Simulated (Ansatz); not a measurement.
# 1T (CdI2-type) HfS2

Computed with HSE06 in Ansatz (PAW).

Run with plane-wave cutoff 460 eV, 9×9×4 k mesh (along the axes of the cell as run), Fermi–Dirac smearing 0.01 eV, scalar-relativistic PAW data made under PBE.

Cell (relaxed at this level):

Space group P-3m1 (No. 164); a = b = 3.649 Å, c = 6.679 Å, α = β = 90.00°, γ = 120.00°

| atom | site | symmetry | x | y | z |
|---|---|---|---|---|---|
| Hf | 1a | -3m. | 0.0000 | 0.0000 | 0.0000 |
| S | 2d | 3m. | 0.3333 | 0.6667 | 0.2146 |

```json
{
 "band_gap": "2.12 eV",
 "smallest_direct_gap_on_the_k_points_sampled": "3.03 eV"
}
```

Measured, for comparison: band gap 1.8 eV (temperature not stated, not corrected to a static lattice, fundamental, indirect, our sources range from 1.80 to 1.96; as tabulated in Rybak et al. (2022), arXiv:2210.12074).

Note: the cell comes from a level without a dispersion term, which matters for the spacing of layers, chains or molecules; the cell has widely spaced layers and the level no dispersion term, so their spacing and the moduli can rest on weak binding.

Spin–orbit coupling is not included.

Computed values are for the static lattice.

Computing time: around 70 core-minutes (rough).

Ansatz is a quantum-chemistry and plane-wave program.
